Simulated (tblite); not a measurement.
Species: C4H5OP.
SMILES: `Cc1cocp1`

Method: GFN2-xTB as coded in tblite; computed harmonic values from a numerical Hessian at the method's own geometry, unscaled. Against measured fundamentals such values can be off by several per cent, at times by over 20.

Harmonic wavenumbers (cm⁻¹): 55.9, 239.1, 284.4, 443.4, 534.7, 535.8, 699.6, 712.6, 754.0, 773.9, 940.1, 999.1, 1033.5, 1060.7, 1173.9, 1200.7, 1219.3, 1299.3, 1403.3, 1472.2, 1477.5, 1551.8, 3006.9, 3020.4, 3033.1, 3118.6, 3119.7.

A = 5081, B = 3178, C = 1979 MHz; mass 100.008 u (most abundant isotopes); point group Cs, symmetry number 1.

Task: Zero-point energy?

Result: Half the sum of the wavenumbers: 17582 cm⁻¹ = 50.27 kcal/mol.

Task: Give the ideal-gas entropy at 298.15 K and 1 bar in the rigid-rotor, harmonic-oscillator model (classical rotation).

Result: Translation 39.74, rotation 26.71, vibration 11.53: S = 78.0 cal/(mol K).

Task: And Cp and H(298.15 K) − H(0)?

Result: Cp = 22.77 cal/(mol K), of which vibrations give 14.82 (their classical limit is 27 R = 53.7); H(298.15 K) − H(0) = 4.29 kcal/mol without the zero-point energy, 1.92 from vibrations.

Task: Blend soft modes into free rotors: weight 1/[1 + (100 cm⁻¹/ν̃)⁴] for the oscillator and the rest for a rotor with moment μB/(μ + B), μ = h/(8π²ν), B = 10⁻⁴⁴ kg m². What vibrational entropy results?

Result: 10.48 cal/(mol K) in place of 11.53, which changes −T·S at 298.15 K by +0.31 kcal/mol.

Task: What must be added to the electronic energy to get the Gibbs energy at 298.15 K and 1 bar?

Result: ZPE + [H(298.15 K) − H(0)] − T·S = 50.27 + 4.29 − 23.25 = 31.31 kcal/mol.

Task: Which modes carry the vibrational entropy at 298.15 K?

Result: 55.9 cm⁻¹: 4.60; 239.1 cm⁻¹: 1.81; 284.4 cm⁻¹: 1.51; 443.4 cm⁻¹: 0.82; 534.7 cm⁻¹: 0.58; 535.8 cm⁻¹: 0.57 cal/(mol K); the other 21 give 1.65 together.

Task: How do the functions run with temperature in this model?

Result: 
| T (K) | S (cal/(mol K)) | Cp (cal/(mol K)) | H − H(0) (kcal/mol) | G − H(0) (kcal/mol) | ln q(vib) |
| --- | --- | --- | --- | --- | --- |
| 100 | 60.8 | 11.5 | 0.96 | -5.11 | 0.65 |
| 200 | 70.2 | 16.7 | 2.36 | -11.68 | 1.55 |
| 300 | 78.1 | 22.9 | 4.33 | -19.11 | 2.58 |
| 500 | 92.5 | 33.7 | 10.06 | -36.20 | 4.92 |
| 800 | 110.7 | 43.6 | 21.80 | -66.78 | 8.62 |
| 1000 | 120.9 | 47.6 | 30.94 | -89.97 | 10.99 |

q(vib) and H(0) count from the zero-point level.

Hindered rotation and anharmonicity are outside this model.
